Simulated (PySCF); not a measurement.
Computed with PBE-D3(BJ)/def2-TZVP // M06-2X/def2-TZVP (PySCF 2.14.0). Isolated molecules, 0 K electronic values unless said otherwise. 

Reference species (SMILES): `[SiH3]` (neutral, multiplicity 2).

The highest occupied spin orbital comes out as -5.33 eV.

Changed species: `[BH2]` (radical fragment; the reference has radical fragment).

Question: Predict the effect on the highest occupied spin orbital.

Answer: the highest occupied spin orbital rises by 0.37 eV, to -4.96 eV.
